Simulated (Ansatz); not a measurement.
Compare A (`CCOC(=O)CC`) with its isomer B (`CC(C)(C)C(=O)O`).

Computed with Ansatz on PBE0-D4/def2-TZVP structures; ΔE is electronic, products minus reactants. CCSD(T)/CBS is the MP2 limit (def2-TZVPP, def2-QZVPP) plus CCSD(T) − MP2 in def2-TZVPP, frozen cores. Functionals use def2-TZVPP. B3LYP here is the variant with VWN-RPA as its local correlation; programs differ in this. Each species was taken in one conformer, which may not be the lowest.

A:

Z-matrix (Å, degrees):
```
C
C 1 1.509
H 1 1.093 2 109.8
H 1 1.092 2 110.8 3 119.5
H 1 1.091 2 110.7 3 -119.4
O 2 1.433 1 111.4 3 -175.9
H 2 1.091 1 111.4 3 -59.5
H 2 1.091 1 111.1 3 62.5
C 6 1.340 2 116.5 1 -84.8
O 9 1.202 6 123.9 2 -0.7
C 9 1.504 6 110.8 2 179.6
C 11 1.514 9 113.0 6 -179.9
H 11 1.095 9 107.4 6 56.5
H 11 1.095 9 107.3 6 -56.3
H 12 1.091 11 110.5 9 -179.9
H 12 1.091 11 111.0 9 -59.6
H 12 1.091 11 111.0 9 59.7
```

B:

Z-matrix (Å, degrees):
```
C
C 1 1.531
H 1 1.091 2 111.4
H 1 1.093 2 109.3 3 119.9
H 1 1.093 2 111.2 3 -121.1
C 2 1.522 1 110.3 3 -179.6
C 2 1.531 1 109.8 3 -57.9
C 2 1.518 1 108.7 3 61.0
H 6 1.093 2 109.6 1 60.7
H 6 1.091 2 111.2 1 -59.3
H 6 1.091 2 111.2 1 -179.3
H 7 1.093 2 109.3 1 -62.0
H 7 1.090 2 111.4 1 57.9
H 7 1.093 2 111.2 1 178.9
O 8 1.201 2 125.9 1 120.1
O 8 1.347 2 112.3 1 -59.8
H 16 0.967 8 106.3 2 180.0
```

(1) Which isomer does CCSD(T)/CBS put lower? Give the gap. (An estimate is asked.)

(2) Give E(B) − E(A) in kcal/mol with B2PLYP, MP2/def2-TZVPP, PBE0-D4, CCSD(T)/def2-TZVPP, r2SCAN-D4, B3LYP, PBE-D4. (Best estimate.)

Largest T1 diagnostic: 0.013.

## Answers

(1) Computed: B, by 10.0 kcal/mol.

(2) Ansatz gave: B2PLYP -7.3, MP2/def2-TZVPP -11.9, PBE0-D4 -8.5, CCSD(T)/def2-TZVPP -9.9, r2SCAN-D4 -8.2, B3LYP -4.9, PBE-D4 -7.9. None reverses the order clearly.

From PBE to PBE0 (25 % exact exchange), in def2-TZVPP and without D4, E(B) − E(A) moves by −0.8 kcal/mol. In def2-TZVPP, CCSD(T) changes the Hartree–Fock value by −5.6 kcal/mol (the triples alone add −0.6 kcal/mol) and MP2 by −7.6 kcal/mol.
